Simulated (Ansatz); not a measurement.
**SiNH4 (quartet): wave-function methods side by side at distance Si1–H5 along a hydrogen transfer = 1.485 Å, cc-pVDZ**

The task here is to estimate one member of a computed series from the others.

Program: Ansatz 0.2.0, Gaussian basis. Level of theory: cc-pVDZ, core rule «outside noble gas», up to 6 orbitals frozen. These are calculated values, not measurements.

Plan: UHF; CCSD(T) on ROHF; CCSD(T) on UHF; BCCD(T) on ROHF; CISD; CCSDT(Q) on ROHF; CCSDT(Q) on UHF; CASSCF and MRCISD+Q, 5 electrons in 5 orbitals; CASSCF and NEVPT2, 5 electrons in 5 orbitals.

9 further runs of the same task are left out: 1 for a mislabelled method, 8 that didn't finish.

## The system

The geometry derives from fragments relaxed apart (PBE0/def2-TZVP) and kept rigid, so it is no stationary point. A hydrogen atom is moved between rigid fragments.

6 atoms, charge 0, spin multiplicity 4.

Atoms are counted from 1 here; the program's logs count them from 0.

Bond lengths: Si1–H2 1.485 Å, Si1–H3 1.485 Å, Si1–H4 1.485 Å, Si1–H5 1.485 Å. Angles: H2–Si1–H3 109.5°, H2–Si1–H4 109.5°, H2–Si1–H5 109.5°, H3–Si1–H4 109.5°, H3–Si1–H5 109.5°, H4–Si1–H5 109.5°.

Geometry (Å):

```xyz
6

Si   -0.8725    0.0000    0.0000
H    -1.3673    1.3997    0.0000
H    -1.3673   -0.6999    1.2122
H    -1.3673   -0.6999   -1.2122
H     0.6122    0.0000    0.0000
N     2.0005    0.0000    0.0000
```

The first run:

in.yaml

```yaml
crystal:
  periodic: [false, false, false]
  atoms:
    - {symbol: Si, position_ang: [-0.872459, 0.000000, 0.000000]}
    - {symbol: H, position_ang: [-1.367331, 1.399708, 0.000000]}
    - {symbol: H, position_ang: [-1.367330, -0.699854, 1.212183]}
    - {symbol: H, position_ang: [-1.367331, -0.699854, -1.212183]}
    - {symbol: H, position_ang: [0.612156, 0.000000, 0.000000]}
    - {symbol: N, position_ang: [2.000541, 0.000000, 0.000000]}
basis:
  gaussian: {orbitals: cc-pVDZ}
magnetization: {spin_polarized: true, initial_magnetization: 3}
hamiltonian: {xc: hf}
output: {orbitals: {seedname: orbitals}}
```

Launch:

```console
$ ansatz run in.yaml --threads 1 --pin off --events-out ev --progress --plain --max-ram 2393MiB
```

Steps of the session up to this table: UHF; CCSD(T) on ROHF; CCSD(T) on UHF; BCCD(T) on ROHF; CISD; CCSDT(Q) on ROHF; CCSDT(Q) on UHF; CASSCF and MRCISD+Q, 5 electrons in 5 orbitals; CASSCF and NEVPT2, 5 electrons in 5 orbitals.

One of the session's tables, all rows but one given; the rest of the session is left out.

```
     method  from UCCSDT(Q) (meV)
       ROHF               +7095.8
        UHF               +6909.9
       RMP2               +1472.0
       UMP2               +1447.5
       CISD                +690.3
      RCCSD                     ?
      UCCSD                +153.8
   RCCSD(T)                 +33.4
   UCCSD(T)                 +31.8
    BCCD(T)                 +33.1
     RCCSDT                  +6.7
     UCCSDT                  +4.9
  RCCSDT(Q)                  +1.9
  UCCSDT(Q)                     0
CASSCF pair               +6637.3
NEVPT2 pair               +1443.0
```

Q: Estimate the row for RCCSD from the others.

The run gave: from UCCSDT(Q) (meV): +157.2. In the column «from UCCSDT(Q) (meV)» it lies between UCCSD (+153.8) and CISD (+690.3).

Not comparable, so not listed: CASSCF and MRCISD+Q, 5 electrons in 5 orbitals (they don't share determinant, frozen orbitals or solution with the rows shown, or repeat one).

Caveats from the session: Restricted and unrestricted rows rest on different reference determinants; where their highest levels disagree by more than a few hundredths of an eV, they describe different states and don't form one ladder. Warnings in the runs' records: passed over end.
